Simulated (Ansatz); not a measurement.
Which is lower?

Two relaxed structures of MgAlH$_{2}$S, doublet (PBE0-D4/def2-TZVP; forces vanish, vibrations not checked).

A:

```
5
angstrom
Mg 1.4216 -0.1151 -0.5718
Al -1.2996 -0.3367 0.4815
S -0.1437 1.4441 0.1912
H -2.7779 -0.4825 1.0514
H 2.8001 -0.8842 -1.1874
```

B:

```
5
angstrom
Mg -1.3798 2.7011 0.7960
Al -0.5028 0.0866 0.2065
S 1.5442 -0.0525 -0.6143
H -1.2077 -1.3446 0.3514
H 1.5461 -1.3905 -0.7396
```

Program: Ansatz 0.2.0. Basis: def2-TZVPP. Cores are frozen in the correlated methods; orbitals are unrestricted. The outer core shell of Li, Na, Mg and K is correlated. The def2 sets are not built for correlating such inner shells, so the correlated values are less sure here. B3LYP uses VWN-RPA correlation.

Problem. Which structure is lower at CCSD(T), and by how much? (An estimate is asked for; the value comes from the calculation.)

Solution. The calculation gives: A, by 54.8 kJ/mol (electronic energy, against the other). By their contacts, A is MgAlH₂S ([MgH][S][AlH]) and B is MgAlH₂S ([Mg][AlH][SH]).

All methods give the same order:

```tsv
method	E(B) − E(A) (kJ/mol)
PBE-D4	48.8
r2SCAN-D4	70.3
PBE0-D4	49.5
B3LYP-D4	51.0
wB97M-V	59.5
HF	48.0
MP2	63.7
CCSD	52.2
CCSD(T)	54.8
```

T1 diagnostic: at most 0.015. ⟨S²⟩ of the unrestricted Hartree–Fock references: 0.76 to 0.77 (a pure state has 0.75).

Labels in which every atom is bracketed show which atoms are joined, not bond orders.

For scale, one of the runs: CCSD(T)/def2-TZVPP, 144 basis functions, launched by `ansatz run in.yaml --threads 2 --pin off --events-out ev --progress --plain --max-ram 4352MiB`. The run took 73 s on 2 CPU threads of an Arm Neoverse V1 (shared host), with 1.9 GiB of host memory at its peak.
